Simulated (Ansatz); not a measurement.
Sc: which structure is lowest?

All numbers below come from Ansatz, DFT, r2SCAN, plane waves (500 eV) with PAW, scalar-relativistic. The PAW files were generated under PBE, with cores re-solved for the functional.

Each structure is relaxed within its own symmetry, so a high-lying one may be dynamically unstable.

```
        structure  ΔE (meV/atom)  V (Å³/atom)                                     cell                       magnetic state
              hcp              0        24.96   a = 3.287 Å, c = 5.334 Å (c/a = 1.623)  ferromagnetic, net 0.68 μB per atom
             dhcp             36        25.19  a = 3.290 Å, c = 10.745 Å (c/a = 3.266)  ferromagnetic, net 0.71 μB per atom
              fcc             70        25.53                              a = 4.674 Å  ferromagnetic, net 0.92 μB per atom
omega (AlB2-type)             77        24.75   a = 5.213 Å, c = 3.155 Å (c/a = 0.605)  ferromagnetic, net 0.59 μB per atom
              bcc            112        25.17                              a = 3.692 Å  ferromagnetic, net 0.52 μB per atom
              A15            271        25.80                              a = 5.910 Å                    spin not included
     simple cubic            740        26.26                              a = 2.972 Å  ferromagnetic, net 0.93 μB per atom
          diamond           1995        43.57                              a = 7.038 Å  ferromagnetic, net 1.83 μB per atom
```

ΔE counts from hcp.

Differences under about 8 meV lie within the error of the k-point mesh.
